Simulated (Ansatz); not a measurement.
# SiHO₂ (quartet): the correlation ladder, def2-QZVPP

An exercise on one series of results from a longer session: the logs are not shown, and one member is left open.

Computed with Ansatz 0.2.0, Gaussian basis. Level: def2-QZVPP, core rule «outside noble gas», up to 7 orbitals frozen.

To be run: UHF; ROHF; CCSD(T) on UHF.

2 further runs of the same task are left out: 2 set aside as unsound or not needed.

## What is computed

The geometry is a PBE0/def2-TZVP stationary point (not a proven minimum) of the parent state, kept for this charge and spin.

4 atoms, charge 0, spin multiplicity 4.

Atoms are counted from 1 here; the program's logs count them from 0.

Bond lengths: O1–Si3 1.627 Å, O1–H4 0.965 Å, O2–Si3 1.525 Å. Angles: Si3–O1–H4 116.9°, O1–Si3–O2 127.5°.

Geometry (Å):

```
O     0.00000    0.19986    1.43463
O     0.00000    0.40663   -1.38515
Si    0.00000   -0.38711   -0.08316
H     0.00000    1.15946    1.53180
```

The first run:

The input, in.yaml:

```yaml
crystal:
  periodic: [false, false, false]
  atoms:
    - {symbol: O, position_ang: [0.000000, 0.199858, 1.434628]}
    - {symbol: O, position_ang: [0.000000, 0.406627, -1.385152]}
    - {symbol: Si, position_ang: [0.000000, -0.387106, -0.083158]}
    - {symbol: H, position_ang: [0.000000, 1.159459, 1.531796]}
basis:
  gaussian: {orbitals: "def2-QZVPP.json"}
magnetization: {spin_polarized: true, initial_magnetization: 3}
hamiltonian: {xc: hf}
output: {orbitals: {seedname: orbitals}}
```

The run is started by

```console
$ ansatz run in.yaml --threads 1 --pin off --events-out ev --progress --plain --max-ram 2393MiB
```

Among the steps run: UHF; ROHF; CCSD(T) on UHF.

One of the session's tables, all rows but one given; the rest of the session is left out.

It belongs to the step «Misses and costs». 

| method | from UCCSD(T) (kcal/mol) |
| --- | --- |
| ROHF | +359.87 |
| UHF | ? |
| UMP2 | +22.69 |
| UCCSD | +12.74 |
| UCCSD(T) | 0 |

**Question.** Estimate the row for UHF.

As computed: from UCCSD(T) (kcal/mol): +355.84. In the column «from UCCSD(T) (kcal/mol)» it lies between UMP2 (+22.69) and ROHF (+359.87).
